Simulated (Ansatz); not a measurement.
# BH2 radical (SMILES [BH2]): a rigid scan of the angle H2–B1–H3

The task here is to estimate one member of a computed series from the others.

Computed with Ansatz 0.2.0, Gaussian basis. Level: single points in def2-TZVPP.

Levels: PBE-D4, r2SCAN-D4, PBE0-D4, B3LYP-D4, wB97M-V, Hartree-Fock, MP2, CCSD, CCSD(T). The scan takes 111.5, 116.0, 120.5, 125.0, 129.5, 134.0, 138.5, 143.0, 147.5°.

Correlated methods freeze the cores. Orbitals are unrestricted. B3LYP uses VWN-RPA correlation.

19 further runs of the same task are left out: 19 set aside as unsound or not needed.

### The starting structure

The minimum, relaxed at PBE0-D4: SMILES `[BH2]`, 3 atoms, charge 0, spin multiplicity 2.

Atoms are counted from 1 here; the program's logs count them from 0.

Bond lengths: B1–H2 1.191 Å, B1–H3 1.191 Å. Angles: H2–B1–H3 129.5°.

As a file:

```xyz
3
charge 0, multiplicity 2
B     0.2647   -0.1674    0.1295
H     0.2924    1.0151    0.2710
H    -0.5571   -0.8477   -0.4006
```

Energies of the minimum (eV), from earlier single points: PBE-D4 -704.32665, r2SCAN-D4 -705.23541, PBE0-D4 -704.64219, B3LYP-D4 -706.05944, wB97M-V -705.07266, CCSD(T) -703.78205.

At the minimum the angle H2–B1–H3 is 129.5°.

Set-up of the first run:

Input file ccsdt-tzvpp/in.yaml:

```yaml
crystal:
  periodic: [false, false, false]
  atoms:
    - {symbol: B, position_ang: [0.264671, -0.167405, 0.129534]}
    - {symbol: H, position_ang: [-0.030492, 0.985942, 0.088134]}
    - {symbol: H, position_ang: [-0.557071, -0.847666, -0.400590]}
basis:
  gaussian: {orbitals: def2-TZVPP}
magnetization: {spin_polarized: true, initial_magnetization: 1}
correlation: {method: ccsd_t}
scf: {omitted_lower_state_checks: [cluster_reference]}
```

No record of the launch command was kept for these runs.

Among the steps run: H2–B1–H3 = 111.5°; H2–B1–H3 = 116.0°; H2–B1–H3 = 120.5°; H2–B1–H3 = 125.0°; H2–B1–H3 = 129.5°; H2–B1–H3 = 134.0°; H2–B1–H3 = 138.5°; H2–B1–H3 = 143.0°; H2–B1–H3 = 147.5°.

One table of the session follows, with a row left open; its other results are not shown here.

Energies less that of the minimum at the same level (kJ/mol):

| angle (°) | PBE-D4 | PBE0-D4 | B3LYP-D4 | wB97M-V | Hartree-Fock |
| --- | --- | --- | --- | --- | --- |
| 111.5 | 12.1 | 12.1 | 12.3 | 12.6 | 11.6 |
| 116.0 | ? | ? | ? | ? | ? |
| 120.5 | 2.9 | 2.8 | 2.8 | 3.1 | 2.0 |
| 125.0 | 0.8 | 0.7 | 0.7 | 0.8 | 0.1 |
| 129.5 (minimum) | 0.0 | 0.0 | 0.0 | 0.0 | 0.0 |
| 129.5 | 0.0 | 0.0 | 0.0 | 0.0 | 0.0 |
| 134.0 | 0.5 | 0.7 | 0.7 | 0.5 | 1.5 |
| 138.5 | 2.0 | 2.4 | 2.4 | 2.1 | 4.3 |
| 143.0 | 4.5 | 5.1 | 5.2 | 4.7 | 8.3 |
| 147.5 | 7.5 | 8.6 | 8.6 | 8.0 | 13.2 |

Estimate the missing values for angle (°) = 116.0.

Worked estimate for «PBE-D4». A straight line through the neighbours (111.5, 12.1) and (120.5, 2.9) gives 12.1 + (2.9 − 12.1) × (116.0 − 111.5) / (120.5 − 111.5) = 7.5; a parabola fitted to 3 rows on both sides gives 6.7.

**Answer.** PBE-D4: 6.6; PBE0-D4: 6.6; B3LYP-D4: 6.7; wB97M-V: 7.0; Hartree-Fock: 5.8. In «PBE-D4» the line misses by +0.9 and the parabola by +0.1.

Caveats from the session: A polynomial through the near points puts the CCSD(T) minimum 0.9° below the PBE0-D4 value.
